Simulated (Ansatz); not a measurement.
# One shape, several levels: triplet CH7BSi

We compute a comparison of 6 runs (UB3LYP/6-31G*, U-r2SCAN/6-311+G**, UBHLYP/6-311+G**, UMP2/6-311+G**, UCCSD/6-311+G**) of triplet CH7BSi. 

The results are computed with Ansatz 0.2.0.

65 further runs of the same task are left out: 65 set aside as unsound or not needed.

## Step 1: The structure to begin with

CH7BSi has 10 atoms, charge 0, and is taken as a triplet. SMILES of the parent species: `CB[SiH3]`. The coordinates come from a PBE0-D4/def2-TZVP relaxation. That shape belongs to the parent species and isn't relaxed for this state.

Bond lengths: C1–B2 1.550 Å, B2–Si3 2.018 Å, C1–H4 1.106 Å, C1–H5 1.092 Å, C1–H6 1.091 Å, B2–H7 1.201 Å, Si3–H8 1.491 Å, Si3–H9 1.491 Å, Si3–H10 1.494 Å. Some angles: C1–B2–Si3 124.4°, C1–B2–H7 118.6°, Si3–B2–H7 117.0°, B2–C1–H4 102.7°, B2–C1–H5 114.9°, B2–C1–H6 116.1°, B2–Si3–H8 111.7°, B2–Si3–H9 114.0°, B2–Si3–H10 107.9°, H4–C1–H5 105.3°.

## Step 2: A single-point energy at UB3LYP/6-31G(d) (spherical functions) (run 1)

run.yaml

```yaml
basis:
  gaussian: {orbitals: 6-31G_st_-spherical.json}
crystal:
  periodic: [false, false, false]
  atoms:
    - {symbol: C, position_ang: [-1.087900, 0.975000, -0.576900]}
    - {symbol: B, position_ang: [0.112000, 0.000300, -0.689900]}
    - {symbol: Si, position_ang: [1.014100, -0.883100, 0.884800]}
    - {symbol: H, position_ang: [-1.958400, 0.307500, -0.716200]}
    - {symbol: H, position_ang: [-1.157900, 1.712200, -1.380000]}
    - {symbol: H, position_ang: [-1.228600, 1.454100, 0.393400]}
    - {symbol: H, position_ang: [0.516800, -0.288200, -1.783700]}
    - {symbol: H, position_ang: [1.154200, -2.354100, 0.685500]}
    - {symbol: H, position_ang: [0.324900, -0.654200, 2.186700]}
    - {symbol: H, position_ang: [2.393700, -0.320800, 0.999300]}
total_charge: 0
magnetization: {spin_polarized: true, initial_magnetization: 2}
hamiltonian: {xc: {name: B3LYP}}
accuracy: high
output: {orbitals: {seedname: orbitals}}
```

The basis set 6-31G* is read from a file made from the Basis Set Exchange's data (not shown).

On the command line:

```bash
$ ansatz run run.yaml --threads 1 --pin off --max-ram 3480MiB --events-out events.jsonl --progress --plain --runs-dir runs
```

The log of the run:

```text
Warning: RAYON_NUM_THREADS=1 ignored (pool sized by the plan → 1); use --threads N
Functional definition: B3LYP
  name "B3LYP"
  parameter a0 = 0.2
  parameter ax = 0.72
  parameter ac = 0.81
  exchange = (1 - a0 - ax)*slater_x + ax*b88_x + a0*exact_x
  correlation = (1 - ac)*vwn_rpa_c + ac*lyp_c
1455 factors; integrals over basis functions are off by at most 3.7e-9 eV
mean field evaluation 1: about -9696.3074 eV, gradient 2.9e1 eV
mean field evaluation 2: about -9690.0143 eV, gradient 4.1e1 eV
mean field evaluation 4: about -9700.4900 eV, gradient 1.7e0 eV
mean field evaluation 8: about -9700.6859 eV, gradient 1.8e-1 eV
mean field evaluation 16: about -9700.6866 eV, gradient 1.6e-3 eV
mean field evaluation 32: about -9700.5067 eV, gradient 1.6e0 eV
mean field -9700.68657101 eV, -356.4936561231 hartree, gradient 9.0e-8 eV, S^2 2.003642; 2 other end points of the search recorded, 0 dependent functions left out
reference -9700.68661168 eV, -356.4936576175 hartree; 17, 15 occupied and 43, 45 virtual orbitals, 1455 factors
Total energy: -9700.68661168 eV, -356.4936576175 hartree
```

Run time: 9 s. Hardware: 1 thread of Arm Neoverse V2, shared host; peak memory 0.26 GiB.

## Step 3: A single-point energy at UB3LYP/6-31G(d) (Cartesian functions) (run 2)

in.yaml

```yaml
crystal:
  periodic: [false, false, false]
  atoms:
    - {symbol: C, position_ang: [-1.087900, 0.975000, -0.576900]}
    - {symbol: B, position_ang: [0.112000, 0.000300, -0.689900]}
    - {symbol: Si, position_ang: [1.014100, -0.883100, 0.884800]}
    - {symbol: H, position_ang: [-1.958400, 0.307500, -0.716200]}
    - {symbol: H, position_ang: [-1.157900, 1.712200, -1.380000]}
    - {symbol: H, position_ang: [-1.228600, 1.454100, 0.393400]}
    - {symbol: H, position_ang: [0.516800, -0.288200, -1.783700]}
    - {symbol: H, position_ang: [1.154200, -2.354100, 0.685500]}
    - {symbol: H, position_ang: [0.324900, -0.654200, 2.186700]}
    - {symbol: H, position_ang: [2.393700, -0.320800, 0.999300]}
basis:
  gaussian: {orbitals: "6-31G*"}
magnetization: {spin_polarized: true, initial_magnetization: 2}
hamiltonian: {xc: {name: B3LYP}}
accuracy: high
output: {orbitals: {seedname: orbitals}}
```

On the command line:

```bash
$ ansatz run in.yaml --threads 1 --pin off --max-ram 3480MiB --events-out events.jsonl --progress --plain --runs-dir runs
```

The log of the run, cut to the lines that bear on the results:

```text
Warning: RAYON_NUM_THREADS=1 ignored (pool sized by the plan → 1); use --threads N
[... 7 set-up lines as earlier in the session ...]
1482 factors; integrals over basis functions are off by at most 4.0e-9 eV
mean field evaluation 1: about -9696.3981 eV, gradient 2.9e1 eV
mean field evaluation 2: about -9690.0564 eV, gradient 4.1e1 eV
mean field evaluation 4: about -9700.5855 eV, gradient 1.7e0 eV
mean field evaluation 8: about -9700.7660 eV, gradient 2.0e-1 eV
mean field evaluation 16: about -9700.7667 eV, gradient 1.5e-3 eV
mean field evaluation 32: about -9700.5479 eV, gradient 1.9e0 eV
mean field -9700.76674881 eV, -356.4966026029 hartree, gradient 4.5e-8 eV, S^2 2.003657; 2 other end points of the search recorded, 0 dependent functions left out
reference -9700.76678949 eV, -356.4966040977 hartree; 17, 15 occupied and 46, 48 virtual orbitals, 1482 factors
Total energy: -9700.76678949 eV, -356.4966040977 hartree
```

Wall time 9.9 s (1 thread of Arm Neoverse V2, shared host); peak memory 0.26 GiB.

## Step 4: The energy at U-r2SCAN/6-311+G(d,p) (run 3)

molecule.yaml

```yaml
crystal:
  periodic: [false, false, false]
  atoms:
    - {symbol: C, position_ang: [-1.087900, 0.975000, -0.576900]}
    - {symbol: B, position_ang: [0.112000, 0.000300, -0.689900]}
    - {symbol: Si, position_ang: [1.014100, -0.883100, 0.884800]}
    - {symbol: H, position_ang: [-1.958400, 0.307500, -0.716200]}
    - {symbol: H, position_ang: [-1.157900, 1.712200, -1.380000]}
    - {symbol: H, position_ang: [-1.228600, 1.454100, 0.393400]}
    - {symbol: H, position_ang: [0.516800, -0.288200, -1.783700]}
    - {symbol: H, position_ang: [1.154200, -2.354100, 0.685500]}
    - {symbol: H, position_ang: [0.324900, -0.654200, 2.186700]}
    - {symbol: H, position_ang: [2.393700, -0.320800, 0.999300]}
basis:
  gaussian:
    orbitals: 6-311+G_st__st_-spherical.json
magnetization:
  spin_polarized: true
  initial_magnetization: 2
hamiltonian:
  xc: {name: r2SCAN}
accuracy: high
output:
  orbitals: {seedname: orbitals}
```

The basis set 6-311+G** is read from a file made from the Basis Set Exchange's data (not shown).

On the command line:

```bash
$ ansatz run molecule.yaml --threads 1 --pin off --max-ram 3480MiB --events-out events.jsonl --progress --plain --runs-dir runs
```

The log of the run:

```text
Warning: RAYON_NUM_THREADS=1 ignored (pool sized by the plan → 1); use --threads N
Functional definition: r2SCAN
  name "r2SCAN"
  parameter k0 = 0.174
  parameter k1 = 0.065
  parameter a1 = 4.9479
  exchange = r2scan_x(k0 = k0, k1 = k1, a1 = a1)
  correlation = r2scan_c
2301 factors; integrals over basis functions are off by at most 4.2e-9 eV
mean field evaluation 1: about -9690.4454 eV, gradient 4.1e1 eV
mean field evaluation 2: about -9670.0927 eV, gradient 6.4e1 eV
mean field evaluation 4: about -9699.1899 eV, gradient 4.8e0 eV
mean field evaluation 8: about -9699.3435 eV, gradient 3.3e-1 eV
mean field evaluation 16: about -9699.3445 eV, gradient 6.4e-4 eV
mean field evaluation 32: about -9699.2045 eV, gradient 1.9e0 eV
mean field -9699.34446680 eV, -356.4443347032 hartree, gradient 8.3e-8 eV, S^2 2.008328; 1 other end points of the search recorded, 0 dependent functions left out
reference -9699.34447490 eV, -356.4443350006 hartree; 17, 15 occupied and 99, 101 virtual orbitals, 2301 factors
Total energy: -9699.34447490 eV, -356.4443350006 hartree
```

Run time: 30 s. Hardware: 1 thread of Arm Neoverse V2, shared host; peak memory 0.55 GiB.

Runs 4 to 5 aren't shown in full; the table further down has their settings and results.

## Step 5: A single-point energy at UCCSD/6-311+G(d,p) (run 6)

Changes to molecule.yaml since step 4:

```diff
@@ -14,11 +14,6 @@
 basis:
-  gaussian:
-    orbitals: 6-311+G_st__st_-spherical.json
-magnetization:
-  spin_polarized: true
-  initial_magnetization: 2
-hamiltonian:
-  xc: {name: r2SCAN}
+  gaussian: {orbitals: 6-311+G_st__st_-spherical.json}
+magnetization: {spin_polarized: true, initial_magnetization: 2}
+correlation: {method: ccsd, frozen_orbitals: {B: 1, C: 1, H: 0, Si: 5}}
 accuracy: high
-output:
-  orbitals: {seedname: orbitals}
+scf: {omitted_lower_state_checks: [cluster_reference, increment]}
```

The basis set 6-311+G** is read from a file made from the Basis Set Exchange's data (not shown).

On the command line:

```bash
$ ansatz run molecule.yaml --threads 1 --pin off --max-ram 3480MiB --events-out events.jsonl --progress --plain --runs-dir runs
```

The log of the run, cut to the lines that bear on the results:

```text
Warning: RAYON_NUM_THREADS=1 ignored (pool sized by the plan → 1); use --threads N
Functional definition: HF
  name "HF"
[...]
2301 factors; integrals over basis functions are off by at most 4.2e-9 eV
[...]
mean field -9671.46199296 eV, -355.4196726890 hartree, gradient 2.8e-8 eV, S^2 2.011564; 2 other end points of the search recorded, 0 dependent functions left out
7 core orbitals not correlated: weight in the atoms' cores, before any rotation towards them, 1.000 or more for the frozen orbitals, at most 0.000 for the correlated occupied ones
reference -9671.46199296 eV, -355.4196726890 hartree; 10, 8 occupied and 99, 101 virtual orbitals, 2301 factors
second order -9.31225876 eV of doubles, -0.00000000 eV of singles
cycle   1  -10.36122980 eV  change    -1.0e0 eV  update   8.2e-2
[...]
cycle  28  -10.82133407 eV  change   -1.0e-9 eV  update   2.2e-9
Total energy: -9682.28332704 eV, -355.8173493813 hartree
Checks for a lower state left out: cluster_reference, increment
```

It took 94 s on 1 thread of Arm Neoverse V2, shared host; peak memory 2.3 GiB.

## Step 6: Overview of the runs

| run | level | Cartesian functions | frozen core orbitals | energy (Eh) | HOMO energy (eV) | ⟨S²⟩ | wall time |
| --- | --- | --- | --- | --- | --- | --- | --- |
| 1 | UB3LYP/6-31G* (spherical functions) | no | – | -356.493658 | -3.80 | 2.004 | 9 s |
| 2 | UB3LYP/6-31G* (Cartesian functions) | yes | – | -356.496604 | -3.80 | 2.004 | 9.9 s |
| 3 | U-r2SCAN/6-311+G** | no | – | -356.444335 | -3.65 | 2.008 | 30 s |
| 4 | UBHLYP/6-311+G** | no | – | -356.464718 | -5.18 | 2.006 | 19 s |
| 5 | UMP2/6-311+G** | no | 7 | -355.761892 | – | 2.012 | 6.6 s |
| 6 | UCCSD/6-311+G** | no | 7 | -355.817349 | – | 2.012 | 94 s |

## Step 7: Results

| quantity | value |
| --- | --- |
| run 6: total energy | -355.81735 Eh |
| run 6: correlation energy (7 core orbitals frozen) | -397.7 mEh |
| run 6: ⟨S²⟩ of the reference determinant | 2.012 |
| run 6: T1 diagnostic | 0.018 |

Totals of different functionals can't be ranked against each other. All runs together took 2.8 min, the longest 94 s.
